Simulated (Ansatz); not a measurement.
Basis-set extrapolation for `C1CCOCC1` (PBE0-D4/def2-TZVP geometry, frozen core, the Gaussian-basis code of Ansatz). Multiplicity 1, RHF reference.

```json
{"": "HF", "def2-TZVPP": "-270.112332", "def2-QZVPP": "-270.124808"}
{"": "MP2 correlation", "def2-TZVPP": "-1.093885", "def2-QZVPP": "-1.166350"}
{"": "CCSD(T) correlation", "def2-TZVPP": "-1.190737", "def2-QZVPP": "not run"}
```

Energies in hartree. Use E(X) = E(∞) + A·exp(−7.88·√X) for Hartree–Fock and E(X) = E(∞) + B·X^(−2.97) for correlation, with X = 3 and 4, and add CCSD(T) minus MP2 of the smaller set to the MP2 limit.

**Question.** What is the CCSD(T) energy at the basis-set limit?

**Answer.** HF limit: -270.124808 + (-0.012476) × 0.13774 = -270.12653. MP2 limit: -1.166350 + (-0.072465) × 0.74074 = -1.22003. Higher-order term: -1.190737 − (-1.093885) = -0.09685. Total: -271.44341 hartree, 368.5 kJ/mol below CCSD(T)/def2-TZVPP.
